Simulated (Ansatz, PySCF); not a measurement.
Zinc-blende AlN (metastable phase), band gap

Reference value: 5.34 eV (measured, temperature not stated, no zero-point or thermal correction; as tabulated in Deguchi et al. (2016), arXiv:1512.06930).

Which of these levels comes closest to the reference?
(A) G0W0@PBE (PySCF)
(B) r²SCAN-D4 (Ansatz, a program for electronic structure)
(C) LDA (Ansatz)
(D) PBE (Ansatz)

A, G0W0@PBE (PySCF)

| level (code) | value (eV) | cell (Å³/atom) | difference (eV) |
|---|---|---|---|
| LDA (Ansatz) | 3.24 (indirect) | 10.50 | -2.10 |
| PBE (Ansatz) | 3.32 (indirect) | 10.50 | -2.02 |
| r²SCAN-D4 (Ansatz) | 3.95 (indirect) | 10.35 | -1.39 |
| G0W0@PBE (PySCF) | 5.05 ± 0.09 | 10.50 | -0.29 |

Closest of the ranked levels: G0W0@PBE (-0.29 eV). Among them LDA (-2.10 eV) misses by most. Of the ranked levels only G0W0@PBE lands within 1 eV.

Density-functional gaps are differences of (generalised) Kohn–Sham levels of a static lattice; semilocal ones lie below quasiparticle gaps as a rule. Measured gaps hold zero-point and thermal shifts unless a correction is named.  A ± on a computed value is a rough bar: the spread of its extrapolation, a floor set from checks against published values, or a statistical error. Values are at the measured cell; r²SCAN-D4 at the level's own relaxed cell. Cutoffs differ between the levels. Ansatz's density-functional and Hartree–Fock values are scalar-relativistic unless marked +SOC, with PAW data made under PBE.

Differences are worked out from the printed values.
